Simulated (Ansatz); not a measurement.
# Tetramethylsilane (C₄H₁₂Si): vertical ionisation energy

How much energy removes an electron from tetramethylsilane (C₄H₁₂Si) at fixed geometry? The cation is run at each level and the neutral's energy taken from earlier runs.

Program: Ansatz 0.2.0, Gaussian basis. Level of theory: unrestricted cation, the program's frozen cores in correlated methods. These are calculated values, not measurements.

The runs, in order: UKS PBE-D4/def2-TZVPP; UKS r2SCAN-D4/def2-TZVPP; UKS PBE0-D4/def2-TZVPP; UKS B3LYP-D4/def2-TZVPP; UKS wB97X-V/def2-TZVPP; UKS wB97M-V/def2-TZVPP; UKS B2PLYP/def2-TZVPP; UHF-CCSD(T)/def2-TZVPP; UHF-MP2/def2-QZVPP; extrapolation to the limit; then −ε(HOMO) from the neutral's earlier runs with LDA (SPW92), PBE-D4, revPBE-D4, BLYP-D4, r2SCAN-D4, B97M-V, PBE0-D4, B3LYP-D4, r2SCANh-D4, r2SCAN0-D4, HSE06-D4, BHLYP-D4, CAM-B3LYP-D4, LC-ωPBE, ωB97X-V, ωB97M-V.

## 1. The relaxed structure

An earlier PBE0-D4 in a triple-zeta def2 set relaxation fixed the geometry.

SMILES `C[Si](C)(C)C`, 17 atoms, charge 0, spin multiplicity 1.

Atoms are counted from 1 here; the program's logs count them from 0.

Bond lengths: C1–Si2 1.876 Å, C1–H6 1.093 Å, C1–H7 1.093 Å, C1–H8 1.093 Å, Si2–C3 1.876 Å, Si2–C4 1.876 Å, Si2–C5 1.876 Å, C3–H9 1.093 Å, C3–H10 1.093 Å, C3–H11 1.093 Å, C4–H12 1.093 Å, C4–H13 1.093 Å, C4–H14 1.093 Å, C5–H15 1.093 Å, C5–H16 1.093 Å, C5–H17 1.093 Å. Angles: Si2–C1–H6 111.2°, Si2–C1–H7 111.2°, Si2–C1–H8 111.2°, H6–C1–H7 107.7°, H6–C1–H8 107.7°, H7–C1–H8 107.7°, C1–Si2–C3 109.5°, C1–Si2–C4 109.5°, C1–Si2–C5 109.5°, C3–Si2–C4 109.5°, C3–Si2–C5 109.5°, C4–Si2–C5 109.5°, Si2–C3–H9 111.2°, Si2–C3–H10 111.2°, Si2–C3–H11 111.2°, H9–C3–H10 107.7°, H9–C3–H11 107.7°, H10–C3–H11 107.7° and more.

## 2. Cation, UKS PBE-D4/def2-TZVPP

Contents of in.yaml:

```yaml
crystal:
  periodic: [false, false, false]
  atoms:
    - {symbol: C, position_ang: [-0.369273, 0.858679, -1.626323]}
    - {symbol: Si, position_ang: [-0.000040, 0.000029, 0.000050]}
    - {symbol: C, position_ang: [1.621837, 0.640626, 0.691328]}
    - {symbol: C, position_ang: [0.128816, -1.849546, -0.284834]}
    - {symbol: C, position_ang: [-1.381403, 0.350262, 1.219857]}
    - {symbol: H, position_ang: [-0.449460, 1.940924, -1.492247]}
    - {symbol: H, position_ang: [-1.311552, 0.505574, -2.054228]}
    - {symbol: H, position_ang: [0.420025, 0.671706, -2.359620]}
    - {symbol: H, position_ang: [1.865712, 0.155307, 1.640362]}
    - {symbol: H, position_ang: [1.576454, 1.718338, 0.870616]}
    - {symbol: H, position_ang: [2.447584, 0.452765, -0.000425]}
    - {symbol: H, position_ang: [0.343317, -2.378707, 0.647710]}
    - {symbol: H, position_ang: [0.928173, -2.085281, -0.992744]}
    - {symbol: H, position_ang: [-0.803642, -2.252678, -0.689403]}
    - {symbol: H, position_ang: [-2.341808, -0.012858, 0.843782]}
    - {symbol: H, position_ang: [-1.193700, -0.138248, 2.179960]}
    - {symbol: H, position_ang: [-1.481041, 1.423128, 1.406158]}
basis:
  gaussian: {orbitals: def2-TZVPP}
total_charge: 1
magnetization: {spin_polarized: true, initial_magnetization: 1}
hamiltonian: {xc: pbe, dispersion: d4}
```

Started as:

```console
$ ansatz run in.yaml --threads 2 --pin off --events-out ev --progress --plain --max-ram 32768MiB --backend cuda --devices 0, --max-vram 18GiB
```

After this run come: Cation, UKS r2SCAN-D4/def2-TZVPP; Cation, UKS PBE0-D4/def2-TZVPP; Cation, UKS B3LYP-D4/def2-TZVPP; Cation, UKS wB97X-V/def2-TZVPP; Cation, UKS wB97M-V/def2-TZVPP; Cation, UKS B2PLYP (frozen core)/def2-TZVPP; Cation, UHF-CCSD(T)/def2-TZVPP; Cation, UHF-MP2/def2-QZVPP.

Q: Predict the results of all the runs planned. Wanted: ionisation energy, CCSD(T)/CBS; nearest functional by difference; nearest −ε(HOMO); −ε(HOMO) of PBE; T1 of the cation.

As calculated:

| quantity | value |
| --- | --- |
| ionisation energy, CCSD(T)/CBS | 10.71 eV |
| nearest functional by difference | ωB97X-V (-0.24 eV) |
| nearest −ε(HOMO) | ωB97X-V (+0.00 eV) |
| −ε(HOMO) of PBE | 6.99 eV |
| T1 of the cation | 0.018 |

Energy differences with functionals land within 0.94 eV of the reference. The PBE orbital energy is 3.7 eV too small: a semilocal HOMO is no ionisation energy. Among orbital estimates ωB97X-V comes nearest. Hartree-Fock falls 0.96 eV short, as the neutral has more correlation energy than the cation. In point group Td the highest level is often degenerate; the cation then breaks the symmetry, and the runs may pick different components.
